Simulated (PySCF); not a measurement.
BeH, SMILES [BeH], multiplicity 2. Atoms are numbered in the order given.

```xyz
2

Be     0.0000     0.0000    -0.2707
H      0.0000     0.0000     1.0828
```
Charge 0, spin multiplicity 2.

Coordinates come from a PBE0-D3(BJ)/def2-TZVPD optimisation. The multiplicity is an assumed one; other spin states were not compared.

The numbers are results of CAM-B3LYP/def2-TZVPD in PySCF, not measurements.

Mulliken values depend strongly on the basis, most of all with diffuse functions as here. ESP charges are fitted to the potential on shells at 1.4 to 2.0 van der Waals radii. Atomic charges (e):

```json
[
 {"atom": "Be1", "meta-Löwdin": "0.58", "ESP fit": "0.11", "Mulliken": "-0.16", "Mulliken spin": "0.91"},
 {"atom": "H2", "meta-Löwdin": "-0.58", "ESP fit": "-0.11", "Mulliken": "0.16", "Mulliken spin": "0.09"}
]
```
